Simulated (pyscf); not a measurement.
PySCF, gas phase, ωB97X-D3(BJ)/def2-SVP geometries.

Problem. What is the homolytic dissociation enthalpy (298 K, ωB97M-D3(BJ)/def2-TZVP) of the C–O bond of H₃C–O–Si(O–CH₃)(O–CH₃)–O–CH₃, to CH₃• + H₃C–O–Si(O•)(O–CH₃)–O–CH₃?

Solution. C–O to CH₃• + H₃C–O–Si(O•)(O–CH₃)–O–CH₃: 4.13 eV. The 7 functionals that were run give +3.75 (r²SCAN) to +4.26 eV (M06-2X). H₃C–O–Si(O–CH₃)(O–CH₃)–O–CH₃ lies 2.07 eV over its isomer H₃C–C(CH₃)(CH₃)–O–Si(OH)(OH)–OH (electronic energy, ωB97M-D3(BJ)/def2-TZVP). Other isomers of H₃C–O–Si(O•)(O–CH₃)–O–CH₃ were not searched in full and may lie lower.
